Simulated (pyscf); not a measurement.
## Routes from `[BH2][CH3]` + `[ClH]`

Candidate steps break at most two bonds and form at most two. Each was searched with GFN2-xTB (tblite) first. Single points on ωB97X-D3(BJ)/def2-SVP structures (PySCF, gas phase). MP2 and CC: frozen core, UHF for open shells. ΔMP2 is the change of the MP2 total energy from the triple- to the quadruple-zeta basis. Energies: CCSD(T)/def2-TZVPP + ΔMP2(QZVPP), eV, from the separated reactants, singlet surface.

```json
[
 {"products": "H₂B–Cl + CH₄", "type": "four-centre exchange", "ΔE‡": "0.69", "ΔE": "-1.01", "ΔG‡ 298 K": "1.16", "ΔG‡ 900 K": "2.11", "ν‡ (cm⁻¹)": "1007i"},
 {"products": "H₂B–CH₃ + HCl", "type": "four-centre exchange", "ΔE‡": "2.57", "ΔE": "0.00", "ΔG‡ 298 K": "2.88", "ΔG‡ 900 K": "3.70", "ν‡ (cm⁻¹)": "1879i"}
]
```

Under all of these lies the exit to H₃C–BH–Cl + H₂ (barrier +0.35 eV at ωB97M-D3(BJ)). Plain bond fissions and candidates not yet searched are not listed, and one of them may be faster. Each barrier is that of the saddle found; lower ones may exist. The CCSD(T) − MP2 part came from Ansatz, without density fitting, on the same reference.
